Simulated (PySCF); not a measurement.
Formamide, CH3NO.
Atom-mapped SMILES: `[NH2:1][CH:2]=[O:3]` (hydrogens: H4, H5 on N1; H6 on C2)

Level of theory: TDDFT B3LYP/def2-SVPD, vertical, gas phase, core orbitals frozen in the response in PySCF 2.14.0, density-fitted response routines. Isolated species at its GFN2-xTB geometry (one conformer only). Torsions of this conformer, `[NH2:1][CH:2]=[O:3]`: H–N1–C2–O3 0°, H–N1–C2–O3 180°.

Frontier orbitals with the atoms that hold most of them (Löwdin shares over 4%, at most four atoms; ? is withheld):

```
orbital  ε (eV)                           atoms
 LUMO+2    1.08  H6 28%, H4 25%, O3 17%, C2 12%
 LUMO+1    0.27  H5 32%, C2 22%, N1 20%, H4 13%
   LUMO    0.12                               ?
   HOMO   -7.46                               ?
 HOMO-1   -8.00          N1 46%, O3 35%, C2 11%
 HOMO-2  -11.57          O3 36%, C2 33%, N1 25%
 HOMO-3  -11.66    O3 66%, C2 19%, N1 6%, H6 5%
```

**Question.** Give the leading atoms of the HOMO.

**Answer.** O3 (bonded to C) 70%; C2 (bonded to N, O and H) 15%; H6 (bonded to C) 8%; N1 (bonded to C and 2 H) 6%.

**Question.** Give the leading atoms of the LUMO.

**Answer.** C2 (bonded to N, O and H) 42%; O3 (bonded to C) 28%; N1 (bonded to C and 2 H) 18%; H6 (bonded to C) 8%.

**Question.** The HOMO–LUMO gap is 7.57 eV. Where does the response calculation put the lowest singlet, and from which orbitals?

**Answer.** S1 is at 5.69 eV (f = 0.0007), 1.88 eV below the gap, made of HOMO→LUMO (100%). 

**Question.** One configuration dominates each of S1, S2, S3 and S6. Which, and how do the shares of the two leading atoms of either orbital change from the occupied to the empty one?

**Answer.** 
- S1 (5.69 eV, f 0.0007), HOMO→LUMO (100%): O3 70% → 28%, C2 15% → 42%; low, almost dark, from the terminal oxygen into the C=O bond, the pattern of n→π*
- S2 (6.81 eV, f 0.0066), HOMO→LUMO+1 (87%): O3 70% → at most 13%, C2 15% → 22%, H5 at most 2% → 32%
- S3 (7.11 eV, f 0.012), HOMO-1→LUMO+1 (100%): N1 46% → 20%, O3 35% → at most 13%, H5 at most 4% → 32%, C2 11% → 22%
- S6 (7.96 eV, f 0.319), HOMO-1→LUMO (75%): N1 46% → 18%, O3 35% → 28%, C2 11% → 42%
